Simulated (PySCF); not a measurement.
# HF: structure of the singlet

The task is one start of a wider search on HF: the singlet, from a linear start. It is relaxed, tested by its Hessian and followed downhill if it is a saddle.

Method: PBE0, basis H def2-TZVPD, F def2-TZVPD, no relativity, density fitting; program: PySCF 2.14.0.

**1. The starting structure**

2 atoms, charge 0, spin multiplicity 1.

Bond lengths: H1–F2 1.008 Å.

Z-matrix (Å, degrees; charge 0 multiplicity 1):
```
H
F  1 1.0080
```

**2. First SCF at the start**

The steps below are one call of a driver around PySCF. For each, scf.py gives the equivalent set-up of the SCF; relaxations use the driver's own optimiser. After this first run the driver tries any further starts and a stability analysis.

Contents of scf.py:

```python
from pyscf import gto, scf, dft
mol = gto.M(atom='''
H      0.000000     0.000000     0.000000
F      0.000000     0.000000     1.008000''',
    basis={'H': 'def2-TZVPD', 'F': 'def2-TZVPD'},
    charge=0, spin=0)
mf = dft.RKS(mol, xc='PBE0')
mf.grids.atom_grid = (50, 194)
aux = {'H': 'def2-universal-JKFIT', 'F': 'def2-universal-JKFIT'}
mf = mf.density_fit(auxbasis=aux)
mf.conv_tol = 1e-08
mf.diis_space = 10
mf.max_cycle = 60
mf.init_guess = 'minao'
mf.verbose = 4
mf.kernel()
```

Launch:

```console
$ OMP_NUM_THREADS=2 python axn.py task.json out
```

The log of the run:

```text
init E= -100.258595829966
  HOMO = -0.505793502669235  LUMO = -0.0202312638429163  gap/eV = 13.21282
cycle= 1 E= -100.343132145792  delta_E= -0.0845  |g|= 0.507  |ddm|= 0.604
  HOMO = -0.299164755620658  LUMO = 0.00115588896751007  gap/eV = 8.17214
cycle= 2 E= -100.284434851247  delta_E= 0.0587  |g|= 0.833  |ddm|= 0.555
  HOMO = -0.429788125128312  LUMO = -0.0130373883646939  gap/eV = 11.34037
cycle= 3 E= -100.387879843164  delta_E= -0.103  |g|= 0.0248  |ddm|= 0.322
  HOMO = -0.426237674605276  LUMO = -0.00743116229146779  gap/eV = 11.39631
cycle= 4 E= -100.387972866513  delta_E= -9.3e-05  |g|= 0.0057  |ddm|= 0.0109
  HOMO = -0.427023628183081  LUMO = -0.00751887559351871  gap/eV = 11.41531
cycle= 5 E= -100.387976697482  delta_E= -3.83e-06  |g|= 0.000454  |ddm|= 0.00173
  HOMO = -0.427157697199372  LUMO = -0.00753803765486083  gap/eV = 11.41843
cycle= 6 E= -100.387976736103  delta_E= -3.86e-08  |g|= 3.7e-05  |ddm|= 0.000236
  HOMO = -0.42714986788995  LUMO = -0.00753379350632599  gap/eV = 11.41833
cycle= 7 E= -100.387976736366  delta_E= -2.63e-10  |g|= 2.05e-06  |ddm|= 2.96e-05
  HOMO = -0.427149101256065  LUMO = -0.0075341703818097  gap/eV = 11.41830
Extra cycle  E= -100.387976736366  delta_E= -1.56e-13  |g|= 2.77e-06  |ddm|= 2.97e-06
converged SCF energy = -100.387976736366
```

This step, with its further starts and checks, needed 0.5 s of wall time on 2 threads of Arm Neoverse V2, shared host.

No lower closed-shell solution turned up in the test of internal stability.

**3. Relaxation: linear start, singlet**

The program finds C∞v symmetry in the start, which this walk keeps.

scf.py, as its differences from that of step 2:

```diff
@@ -3,2 +3,2 @@
-H      0.000000     0.000000     0.000000
-F      0.000000     0.000000     1.008000''',
+H      0.000000     0.000000    -0.957221
+F      0.000000    -0.000000     0.050779''',
@@ -14 +13,0 @@
-mf.init_guess = 'minao'
```

The optimiser's trace:

| step | energy (Eh) | change (kJ/mol) | largest symmetric gradient (Eh/bohr) |
| --- | --- | --- | --- |
| 0 | -100.387977 | 0.00 | 0.07548 |
| 1 | -100.392224 | -11.15 | 0.06403 |
| 2 | -100.394624 | -17.45 | 0.01636 |
| 3 | -100.394849 | -18.04 | 0.00271 |
| 4 | -100.394855 | -18.06 | 0.00015 |
| 5 | -100.394855 | -18.06 | 0.00000 |

The walk took 0.8 s.

After 5 steps and 18.1 kJ/mol it ends at C∞v: H–F 0.921 Å.

**4. Frequencies**

On the finer grid the gradient is checked again; gradients at displacements of ±0.02 bohr then give force constants and infrared intensities.

scf.py, as its differences from that of step 3:

```diff
@@ -3,2 +3,2 @@
-H      0.000000     0.000000    -0.957221
-F      0.000000    -0.000000     0.050779''',
+H     -0.000000    -0.000000    -0.874547
+F      0.000000     0.000000     0.046393''',
@@ -8 +8 @@
-mf.grids.atom_grid = (50, 194)
+mf.grids.atom_grid = (75, 302)
@@ -11 +11 @@
-mf.conv_tol = 1e-08
+mf.conv_tol = 1e-10
```

This SCF starts from the last density.

Log of the central SCF (cycles and frontier levels):

```text
init E= -100.394854366611
  HOMO = -0.434828396280334  LUMO = 0.0108783910215351  gap/eV = 12.12830
cycle= 1 E= -100.39485436659  delta_E= 2.02e-11  |g|= 1.73e-05  |ddm|= 1.07e-05
  HOMO = -0.434835864925003  LUMO = 0.0108775871598041  gap/eV = 12.12848
cycle= 2 E= -100.39485436655  delta_E= 4.02e-11  |g|= 2.45e-05  |ddm|= 1.51e-05
  HOMO = -0.434831491118082  LUMO = 0.0108780627947382  gap/eV = 12.12837
cycle= 3 E= -100.394854366631  delta_E= -8.07e-11  |g|= 1.57e-08  |ddm|= 8.83e-06
  HOMO = -0.434831491707549  LUMO = 0.0108780607410566  gap/eV = 12.12837
Extra cycle  E= -100.394854366631  delta_E= -8.53e-14  |g|= 7.31e-09  |ddm|= 8.25e-09
converged SCF energy = -100.394854366631
```

The whole step took 1.5 s.

Geometry: C∞v; H–F 0.921 Å.

Modes, for the most abundant isotopes:

| symmetry | ω (cm⁻¹) | IR (km/mol) | μ (u) |
| --- | --- | --- | --- |
| σ+ | 4146 | 115 | 1.06 |

All wavenumbers are real: a minimum.

Constants and moments:

- Dipole moment: 1.81 D
- Highest occupied level: -11.83 eV
- Lowest empty level: 0.30 eV
- Rotational constants: 20.77 cm⁻¹
- Zero-point energy: 24.8 kJ/mol
- Principal polarisabilities: 5.2, 5.2, 6.4 bohr³
- Atomisation energy without zero-point energy: 569 kJ/mol
- Principal traceless quadrupole moments about the centre of mass: -1.16, -1.16, 2.32 D Å
- Entropy at 298.15 K and 1 bar: 173.7 J/(mol K)
- Heat capacity Cp at 298.15 K: 29.1 J/(mol K)
- Enthalpy at 298.15 K above 0 K: 8.68 kJ/mol
- Rotational symmetry number: 1

Charges (e) and bond orders:

```csv
atom,Mulliken,Löwdin,polar tensor,Mayer order to H1
H1,0.39,0.08,0.38,–
F2,-0.39,-0.08,-0.38,0.89
```

Mulliken populations on H1: s 0.54, p 0.07.

**5. Summary of results**

```
                                 quantity            value
                                  minimum     singlet, C∞v
                                 geometry      H–F 0.921 Å
                       wavenumbers (cm⁻¹)        4146 (σ+)
                            dipole moment           1.81 D
     highest occupied, lowest empty level  -11.83, 0.30 eV
                polar-tensor charge of H1          +0.38 e
                        zero-point energy      24.8 kJ/mol
                      entropy at 298.15 K  173.7 J/(mol K)
atomisation energy (no zero-point energy)       569 kJ/mol
```

The molecule stays C∞v, as typed, and the end point is a minimum. In the infrared the band at 4146 cm⁻¹ (σ+) leads. Other starts or spin states, not run here, may lie lower.

The search up to here took 3 s.
